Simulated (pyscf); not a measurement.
# Hydrogen abstraction: H₂Al–PH₂ + H atom (H•) → [HAl–PH₂]• + hydrogen (H₂)

Gas phase, doublet surface, charge 0. Bonds broken: Al2–H5. Bonds formed: H5–H7. PySCF, gas phase, ωB97X-D3(BJ)/def2-SVP geometries.

Transition state (Å):

```xyz
7

P     -2.1965    -0.7847    -0.0245
Al    -0.3813     0.6195    -0.3040
H     -1.8799    -1.6288    -1.1265
H     -3.1077     0.0487    -0.7347
H      1.0806    -0.0361    -0.6579
H     -0.5344     2.1784    -0.0512
H      2.3188    -0.6272    -0.9416
```

One imaginary mode, 675i cm⁻¹; descent along it reached the two sides named.

```json
[
 {"bond": "Al2–H5", "change": "breaks", "reactant side (Å)": "1.586", "saddle": "1.641", "product side": "3.6"},
 {"bond": "H5–H7", "change": "forms", "reactant side (Å)": "3.6", "saddle": "1.401", "product side": "0.759"}
]
```

Electronic energies relative to the separated reactants (kcal/mol):

| level | barrier | reaction energy | reverse barrier |
|---|---|---|---|
| ωB97X-D3(BJ)/def2-TZVP | 2.9 | -20.9 | 23.9 |
| PBE/def2-TZVP | -0.9 | -24.3 | 23.3 |
| r²SCAN/def2-TZVP | -2.3 | -25.0 | 22.7 |
| B3LYP-D3(BJ)/def2-TZVP | -1.2 | -25.0 | 23.8 |
| PBE0-D3(BJ)/def2-TZVP | 0.4 | -22.7 | 23.1 |
| M06-2X/def2-TZVP | 2.7 | -25.2 | 28.0 |
| ωB97M-D3(BJ)/def2-TZVP | 2.9 | -20.6 | 23.6 |
| HF/def2-TZVP | 8.9 | -16.0 | 24.9 |

With ωB97M-D3(BJ)/def2-TZVP energies and thermal terms (ideal gas, 1 atm, RRHO with modes under 100 cm⁻¹ raised to 100, one conformer, R ln 2 for chiral ones without a mode under 150 cm⁻¹), in kcal/mol:

```csv
T (K),ΔH‡,ΔG‡,ΔH,ΔG
298,1.9,7.8,-18.8,-20.3
600,1.7,13.8,-19.1,-21.8
900,1.5,19.9,-19.7,-23.0
1200,1.3,26.1,-20.4,-24.0
```

At PBE, r²SCAN, B3LYP-D3(BJ) this geometry lies under the reactants; that is no barrier but a single point on another level's saddle; such a level's own saddle, if it has one, lies nearer that side and is low. One saddle was located; it need not be the lowest between these sides. The angle at the transferred H is 178°.
